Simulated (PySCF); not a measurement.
Löwdin shares of the frontier orbitals

1-buten-3-yne, C4H4.
SMILES with atom numbers: `[CH:1]#[C:2][CH:3]=[CH2:4]` (hydrogens: H5 on C1; H6 on C3; H7, H8 on C4)

Geometry (GFN2-xTB, Å), atoms numbered from 1 in this order:
```
atom  x, y, z in Å
C1     0.812    0.396    1.915
C2     0.151    0.223    0.928
C3    -0.641    0.023   -0.223
C4    -0.142   -0.353   -1.394
H5     1.391    0.548    2.777
H6    -1.702    0.200   -0.091
H7     0.912   -0.530   -1.527
H8    -0.772   -0.497   -2.255
```

Computed with PySCF, TDDFT CAM-B3LYP/def2-SVPD, vertical, gas phase, core orbitals frozen in the response.

Frontier orbitals with the atoms that hold most of them (Löwdin shares over 4%, at most four atoms; ? is withheld):

```json
{"orbital": "HOMO-3", "ε (eV)": "-12.32", "atoms": "C4 34%, C3 19%, H7 15%, H8 13%"}
{"orbital": "HOMO-2", "ε (eV)": "-11.30", "atoms": "C3 29%, C2 29%, C1 18%, C4 16%"}
{"orbital": "HOMO-1", "ε (eV)": "-9.48", "atoms": "?"}
{"orbital": "HOMO", "ε (eV)": "?", "atoms": "C1 27%, C4 24%, C2 23%, C3 18%"}
{"orbital": "LUMO", "ε (eV)": "0.13", "atoms": "?"}
{"orbital": "LUMO+1", "ε (eV)": "1.48", "atoms": "C4 22%, C1 21%, C3 17%, C2 13%"}
{"orbital": "LUMO+2", "ε (eV)": "2.02", "atoms": "C1 47%, H5 19%, C2 13%, H8 7%"}
```

Give the leading atoms of the HOMO-1.

C1 (bonded to C and H) 43%; C2 (bonded to 2 C) 41%; C3 (bonded to 2 C and H) 7%; H5 (bonded to C) 4%. By element: carbon 91% or more, hydrogen 4% or more.

Give the leading atoms of the LUMO.

C4 (bonded to C and 2 H) 30%; C3 (bonded to 2 C and H) 24%; C1 (bonded to C and H) 16%; C2 (bonded to 2 C) 13%.

What is the HOMO energy, and the HOMO–LUMO gap?

ε(HOMO) = -8.48 eV; the gap is 8.61 eV (0.3165 hartree).

How does S1 compare with the orbital gap of 8.61 eV?

S1 is at 5.52 eV (f = 0.0000), 3.09 eV below the gap, made of HOMO-1→LUMO (95%). Its leading pair isn't HOMO and LUMO; the energies of that pair differ by 9.61 eV. 

Give energy, strength and leading configuration of S1 and S2, and follow the Löwdin shares of the leading atoms from the occupied to the empty orbital.

- S1 (5.52 eV, f 0.0000), HOMO-1→LUMO (95%): C1 43% → 16%, C2 41% → 13%, C4 at most 5% → 30%, C3 7% → 24%
- S2 (5.75 eV, f 0.254), HOMO→LUMO (83%): C1 27% → 16%, C4 24% → 30%, C3 18% → 24%

The run took 8.6 s of wall time on x86-64 server, one thread (shared host).
